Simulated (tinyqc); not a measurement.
Inside a calculation. Method: extended Hueckel theory, for LiF. One step of it, computed by the program tinyqc.

Problem. Mulliken analysis. P = C n C^T; charge = valence electrons (F 7, Li 1) minus the sum of (P S)_ii on the atom; overlap population = 2 sum P_ij S_ij between two atoms.

coefficients, order 1Li 2s, 1Li 2px, 1Li 2py, 1Li 2pz, 2F 2s, 2F 2px, 2F 2py, 2F 2pz:
$$\begin{pmatrix}
0.022990 & -0.010732 & 0.000000 & 0.000000 & 0.884118 & 0.000000 & 0.000000 & 0.544420 \\
0.000000 & 0.000000 & 0.001726 & 0.013517 & 0.000000 & 0.737268 & 0.683610 & 0.000000 \\
0.000000 & 0.000000 & 0.013517 & -0.001726 & 0.000000 & -0.683610 & 0.737268 & 0.000000 \\
0.025310 & -0.008219 & 0.000000 & 0.000000 & -0.469002 & 0.000000 & 0.000000 & 0.982717 \\
0.984618 & 0.006379 & 0.000000 & 0.000000 & -0.044546 & 0.000000 & 0.000000 & -0.525422 \\
0.000000 & 0.000000 & 0.126455 & 0.990442 & 0.000000 & -0.087090 & -0.080751 & 0.000000 \\
0.000000 & 0.000000 & 0.990442 & -0.126455 & 0.000000 & 0.080751 & -0.087090 & 0.000000 \\
0.003624 & 0.998389 & 0.000000 & 0.000000 & 0.024628 & 0.000000 & 0.000000 & 0.141915
\end{pmatrix}$$

occupations: [2.000000, 2.000000, 2.000000, 2.000000, 0.000000, 0.000000, 0.000000, 0.000000]

overlap S, order 1Li 2s, 1Li 2px, 1Li 2py, 1Li 2pz, 2F 2s, 2F 2px, 2F 2py, 2F 2pz:
$$\begin{pmatrix}
1.000000 & 0.000000 & 0.000000 & 0.000000 & 0.239002 & 0.000000 & 0.000000 & -0.071443 \\
0.000000 & 1.000000 & 0.000000 & 0.000000 & 0.000000 & 0.104646 & 0.000000 & 0.000000 \\
0.000000 & 0.000000 & 1.000000 & 0.000000 & 0.000000 & 0.000000 & 0.104646 & 0.000000 \\
0.000000 & 0.000000 & 0.000000 & 1.000000 & 0.372264 & 0.000000 & 0.000000 & -0.093687 \\
0.239002 & 0.000000 & 0.000000 & 0.372264 & 1.000000 & 0.000000 & 0.000000 & 0.000000 \\
0.000000 & 0.104646 & 0.000000 & 0.000000 & 0.000000 & 1.000000 & 0.000000 & 0.000000 \\
0.000000 & 0.000000 & 0.104646 & 0.000000 & 0.000000 & 0.000000 & 1.000000 & 0.000000 \\
-0.071443 & 0.000000 & 0.000000 & -0.093687 & 0.000000 & 0.000000 & 0.000000 & 1.000000
\end{pmatrix}$$

Give: charges; Overlap populations.

Solution.

charges: 1Li 0.9585, 2F -0.9585

Overlap populations:
```
pair     value
2-1   0.076074
```
